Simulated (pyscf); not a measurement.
This saddle point was located with ωB97X-D3(BJ)/def2-SVP in PySCF.

```
Si
N 1 1.7262
H 2 1.0132 1 121.67
H 2 1.0139 3 112.34 1 -156.92
N 1 1.7310 2 107.16 3 154.20
H 5 1.0146 1 119.80 2 159.50
H 5 1.0154 6 111.36 1 -148.28
H 1 1.5004 2 104.46 3 27.75
H 1 1.6089 8 109.71 2 125.25
N 9 1.4837 1 149.79 8 -172.56
H 10 1.0316 9 94.33 1 65.44
H 10 1.0319 11 101.97 9 96.21
```
Charge 0, spin multiplicity 2.

Surface: doublet, charge 0. Lowest wavenumbers (cm⁻¹): 1024i, 65, 80, 139, 220.

Name the species on either side of this saddle.

`[NH2][SiH2][NH2]` + `[NH2]` [doublet] ⇌ `[NH2][SiH][NH2]` [doublet] + `[NH3]`, a hydrogen abstraction read from left to right: H–Si broken and H–N formed. At ωB97M-D3(BJ)/def2-TZVP it lies +4.7 kcal/mol from the left side and +20.4 kcal/mol from the right (each side as separated species at their lowest minima found). On the reactant side the descent ends in a complex (not fully relaxed), 5.7 kcal/mol under the separated species and 9.8 kcal/mol under the saddle at ωB97X-D3(BJ)/def2-TZVP. One saddle was located; it need not be the lowest between these sides. The angle at the transferred H is 150°.
